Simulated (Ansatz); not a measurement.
# C₅H₇F: small, medium and large basis sets

An exercise on one series of results from a longer session: the logs are not shown, and one member is left open.

Method: one geometry, several basis sets; program: Ansatz 0.2.0, Gaussian basis.

The runs, in order: PBE0-D4/def2-SVP; ωB97M-V/def2-SVP; PBE0-D4/def2-QZVPP; ωB97M-V/def2-QZVPP; the functionals' def2-TZVPP values are taken from earlier runs.

### The geometry

An earlier PBE0-D4 in a triple-zeta def2 set relaxation fixed the geometry.

SMILES `FC1C=CCC1`, 13 atoms, charge 0, spin multiplicity 1.

Atoms are counted from 1 here; the program's logs count them from 0.

Bond lengths: F1–C2 1.402 Å, C2–C3 1.495 Å, C2–C6 1.526 Å, C2–H7 1.093 Å, C3–C4 1.328 Å, C3–H8 1.083 Å, C4–C5 1.497 Å, C4–H9 1.084 Å, C5–C6 1.535 Å, C5–H10 1.096 Å, C5–H11 1.094 Å, C6–H12 1.092 Å, C6–H13 1.091 Å. Angles: F1–C2–C3 109.3°, F1–C2–C6 110.7°, F1–C2–H7 105.4°, C3–C2–C6 104.0°, C3–C2–H7 114.3°, C6–C2–H7 113.2°, C2–C3–C4 111.2°, C2–C3–H8 122.7°, C4–C3–H8 126.0°, C3–C4–C5 112.6°, C3–C4–H9 124.7°, C5–C4–H9 122.6°, C4–C5–C6 103.1°, C4–C5–H10 110.4°, C4–C5–H11 112.3°, C6–C5–H10 112.7°, C6–C5–H11 112.2°, H10–C5–H11 106.3° and more.

The first run:

Contents of in.yaml:

```yaml
crystal:
  periodic: [false, false, false]
  atoms:
    - {symbol: F, position_ang: [-0.345815, 2.079118, 0.706289]}
    - {symbol: C, position_ang: [-0.429951, 0.694675, 0.908446]}
    - {symbol: C, position_ang: [-1.344733, 0.100964, -0.113950]}
    - {symbol: C, position_ang: [-0.664319, -0.569871, -1.036674]}
    - {symbol: C, position_ang: [0.809330, -0.577426, -0.772879]}
    - {symbol: C, position_ang: [0.914573, 0.026021, 0.634892]}
    - {symbol: H, position_ang: [-0.768785, 0.572966, 1.940940]}
    - {symbol: H, position_ang: [-2.414021, 0.270869, -0.109962]}
    - {symbol: H, position_ang: [-1.105132, -1.044829, -1.906181]}
    - {symbol: H, position_ang: [1.334953, 0.017943, -1.527909]}
    - {symbol: H, position_ang: [1.234557, -1.583662, -0.824129]}
    - {symbol: H, position_ang: [1.073436, -0.766984, 1.368951]}
    - {symbol: H, position_ang: [1.726209, 0.745718, 0.747064]}
basis:
  gaussian: {orbitals: def2-SVP}
hamiltonian: {xc: pbe0, dispersion: d4}
output: {orbitals: {seedname: orbitals}}
```

Run with:

```sh
$ ansatz run in.yaml --threads 4 --pin off --events-out ev --progress --plain --max-ram 10444MiB
```

Among the steps run: PBE0-D4 in def2-SVP; ωB97M-V in def2-SVP; PBE0-D4 in def2-QZVPP; ωB97M-V in def2-QZVPP.

One table of the session follows, with a row left open; its other results are not shown here.

| functional | basis | HOMO (eV) | LUMO (eV) |
| --- | --- | --- | --- |
| PBE0-D4 | def2-SVP | -7.55 | 0.16 |
| PBE0-D4 | def2-TZVPP | ? | ? |
| PBE0-D4 | def2-QZVPP | -7.61 | -0.09 |
| ωB97M-V | def2-SVP | -9.79 | 2.38 |
| ωB97M-V | def2-TZVPP | -9.83 | 2.10 |
| ωB97M-V | def2-QZVPP | -9.85 | 1.90 |

**Question.** Estimate the row for PBE0-D4, def2-TZVPP.

**Answer.** HOMO (eV): -7.59; LUMO (eV): -0.02. In the column «HOMO (eV)» it lies between PBE0-D4, def2-QZVPP (-7.61) and PBE0-D4, def2-SVP (-7.55).
